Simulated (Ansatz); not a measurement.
# Al₂NH₅ (SMILES [NH2][AlH][AlH2]): functionals against CCSD(T) at one geometry

A test off equilibrium: a structure displaced at random from a GFN2-xTB minimum is computed at several levels, and each is set against CCSD(T).

The runs use Ansatz 0.2.0, Gaussian basis; single points in def2-TZVPP.

Cores are frozen in the correlated methods.

**1. The system as given**

SMILES `[NH2][AlH][AlH2]`, 8 atoms, charge 0, spin multiplicity 1.

Atoms are counted from 1 here; the program's logs count them from 0.

Bond lengths: N1–Al2 1.793 Å, N1–H4 1.017 Å, N1–H5 1.001 Å, Al2–Al3 2.493 Å, Al2–H6 1.618 Å, Al3–H7 1.578 Å, Al3–H8 1.612 Å. Angles: Al2–N1–H4 132.3°, Al2–N1–H5 119.9°, H4–N1–H5 107.8°, N1–Al2–Al3 156.2°, N1–Al2–H6 119.4°, Al3–Al2–H6 84.4°, Al2–Al3–H7 94.3°, Al2–Al3–H8 145.3°, H7–Al3–H8 120.4°.

As a file:

```xyz
8

N    -1.43210    1.20670   -1.01180
Al   -0.15690    0.32270   -0.11270
Al    1.04890   -1.67730    0.75990
H    -2.28650    0.89740   -1.46800
H    -1.34060    2.19080   -1.16760
H     0.94120    1.15790    0.73320
H     2.12600   -0.83310    1.54560
H     1.09690   -3.28860    0.78710
```

**2. CCSD(T)/def2-TZVPP**

run/in.yaml

```yaml
crystal:
  periodic: [false, false, false]
  atoms:
    - {symbol: N, position_ang: [-1.432100, 1.206700, -1.011800]}
    - {symbol: Al, position_ang: [-0.156900, 0.322700, -0.112700]}
    - {symbol: Al, position_ang: [1.048900, -1.677300, 0.759900]}
    - {symbol: H, position_ang: [-2.286500, 0.897400, -1.468000]}
    - {symbol: H, position_ang: [-1.340600, 2.190800, -1.167600]}
    - {symbol: H, position_ang: [0.941200, 1.157900, 0.733200]}
    - {symbol: H, position_ang: [2.126000, -0.833100, 1.545600]}
    - {symbol: H, position_ang: [1.096900, -3.288600, 0.787100]}
basis:
  gaussian: {orbitals: def2-TZVPP}
correlation: {method: ccsd_t}
output: {forces: true}
```

The command line of these runs was not kept.

**3. PBE0-D4/def2-TZVPP**

Changes to run/in.yaml since step 2:

```diff
@@ -13,3 +13,3 @@
   gaussian: {orbitals: def2-TZVPP}
-correlation: {method: ccsd_t}
-output: {forces: true}
+hamiltonian: {xc: pbe0, dispersion: d4}
+output: {forces: true, orbitals: {seedname: orbitals}}
```

**4. wB97M-V/def2-TZVPP**

Changes to run/in.yaml since step 3:

```diff
@@ -13,3 +13,3 @@
   gaussian: {orbitals: def2-TZVPP}
-hamiltonian: {xc: pbe0, dispersion: d4}
-output: {forces: true, orbitals: {seedname: orbitals}}
+hamiltonian: {xc: {name: wB97M-V}}
+output: {forces: true}
```

**5. r2SCAN-D4/def2-TZVPP**

Changes to run/in.yaml since step 4:

```diff
@@ -13,3 +13,3 @@
   gaussian: {orbitals: def2-TZVPP}
-hamiltonian: {xc: {name: wB97M-V}}
+hamiltonian: {xc: r2scan, dispersion: d4}
 output: {forces: true}
```

**6. PBE-D4/def2-TZVPP**

Changes to run/in.yaml since step 5:

```diff
@@ -13,3 +13,3 @@
   gaussian: {orbitals: def2-TZVPP}
-hamiltonian: {xc: r2scan, dispersion: d4}
+hamiltonian: {xc: pbe, dispersion: d4}
 output: {forces: true}
```

**7. BLYP-D4/def2-TZVPP**

Changes to run/in.yaml since step 6:

```diff
@@ -13,3 +13,3 @@
   gaussian: {orbitals: def2-TZVPP}
-hamiltonian: {xc: pbe, dispersion: d4}
+hamiltonian: {xc: {name: BLYP}, dispersion: d4}
 output: {forces: true}
```

**8. LC-wPBE/def2-TZVPP**

Changes to run/in.yaml since step 7:

```diff
@@ -13,3 +13,3 @@
   gaussian: {orbitals: def2-TZVPP}
-hamiltonian: {xc: {name: BLYP}, dispersion: d4}
+hamiltonian: {xc: {name: LC-wPBE}}
 output: {forces: true}
```

(Steps that only read results are left out.)

What does the calculation give? Wanted: energy less free atoms, CCSD(T)/def2-TZVPP; RMS force component; RMS force error; HOMO and LUMO, PBE0-D4; T1 diagnostic.

As calculated:

| quantity | value |
| --- | --- |
| energy less free atoms, CCSD(T)/def2-TZVPP | -2059.7 kJ/mol |
| RMS force component | 0.354 to 0.373 eV/Å over the methods |
| RMS force error | PBE0-D4 0.056, wB97M-V 0.048, r2SCAN-D4 0.044, PBE-D4 0.146, BLYP-D4 0.127, LC-wPBE 0.051 eV/Å |
| HOMO and LUMO, PBE0-D4 | -6.42 and -2.54 eV |
| T1 diagnostic | 0.012 |

In words: Against CCSD(T) the functionals' energies less atoms differ by -62.3 to -25.6 kJ/mol, PBE-D4 by -51.9 kJ/mol. CCSD(T) in triple zeta still lacks some correlation energy of the bonds, so part of these gaps is its own basis error and they don't rank the functionals. On forces the order runs from r2SCAN-D4 to PBE-D4. Frozen-core CCSD(T) forces in triple zeta carry basis errors of their own, and this is one geometry, so small gaps rank nothing.
